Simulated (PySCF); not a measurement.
**Exact simulation of a proton spin system**

Molecule: Methyl propyl ether (O(CCC)C, C₄H₁₀O).

Geometry (Å), atoms numbered from 1 in this order:
```xyz
15

C    -1.976   -0.930   -0.753
C    -0.468   -0.767   -0.834
C     0.077    0.184    0.209
O     1.462    0.281    0.068
C     2.056    1.139    0.987
H    -2.345   -1.625   -1.522
H    -2.495    0.031   -0.900
H    -2.288   -1.326    0.227
H    -0.171   -0.394   -1.828
H     0.034   -1.740   -0.707
H    -0.189   -0.174    1.228
H    -0.398    1.184    0.098
H     3.139    1.146    0.798
H     1.886    0.813    2.034
H     1.677    2.178    0.894
```

In vacuum, single conformer, one averaged value for each set of equivalent atoms, non-relativistic Hamiltonian. PBE0-D3(BJ)/def2-SVP geometry; shielding tensors at PBE0/pcSseg-1 (GIAO); J: B3LYP/pcJ-1 (without the spin–dipole term); PySCF.

References, each an isolated molecule treated in the same way: ¹H (σ = 31.27 ppm) against TMS.

Shifts (ppm): H6/H7/H8 0.86, H9/H10 1.51, H11/H12 2.94.
Couplings (Hz): H6–H7, H6–H8, H7–H8: -14.1; H6–H9, H6–H10, H7–H9, H7–H10, H8–H9, H8–H10: 8.6; H6–H11, H6–H12, H7–H11, H7–H12, H8–H11, H8–H12: -0.4; H9–H10: -14.3; H9–H11, H9–H12, H10–H11, H10–H12: 8.0; H11–H12: -9.3.

The 7-spin Hamiltonian (Zeeman plus full scalar coupling among like nuclei) was diagonalised exactly; lines are Lorentzian, 0.4 Hz wide, and the maxima above 3 % are listed with the tallest set to 100.

Q: Give the ¹H peak list of this spin system at 100 MHz.

A: 
```tsv
Hz	ppm	height
302.2	3.022	42
294.2	2.942	92
293.9	2.939	62
286.3	2.863	49
172.8	1.728	5
171.8	1.718	6
165.1	1.651	12
164.3	1.643	9
163.2	1.633	27
157.8	1.577	10
157.5	1.575	9
156.3	1.563	24
155.9	1.559	25
155.2	1.552	36
154.8	1.548	21
154.4	1.544	20
150.2	1.502	5
149.1	1.491	10
148.5	1.485	15
148.0	1.480	26
147.7	1.477	20
147.2	1.472	25
146.8	1.468	45
146.0	1.460	16
141.6	1.416	6
139.8	1.398	13
139.5	1.395	14
138.8	1.388	29
138.5	1.385	18
138.1	1.381	14
131.8	1.317	9
130.6	1.306	10
94.9	0.949	36
93.8	0.938	66
93.1	0.931	43
86.0	0.860	100
85.6	0.856	81
85.1	0.851	70
84.2	0.842	42
78.6	0.786	11
78.1	0.781	20
77.1	0.771	35
75.7	0.757	24
```

Q: And at 500 MHz?

A: 
Hz from δ = 0 (height): 1478.2 (31), 1477.9 (31), 1470.2 (63), 1469.9 (62), 1462.2 (32), 1461.9 (32), 776.0 (6), 767.6 (17), 767.4 (20), 759.3 (39), 750.8 (39), 742.7 (22), 734.2 (7), 438.5 (52), 430.0 (100), 421.3 (47)

Q: Among coupled protons with different shifts, which pair is furthest from first order, and how does the field change that?

A: H6 and H9: Δν/J is about 7.6 at 100 MHz (intermediate, with clear roofing) and 37.8 at 500 MHz (close to first order). J in Hz doesn't depend on the field, while Δν in Hz grows in proportion to it.

Unscaled 3J(H,H) at this level run about 9 % above measured values. Chain 3J(H,H) values assume equally populated staggered rotamers: (2 J gauche + J anti)/3.
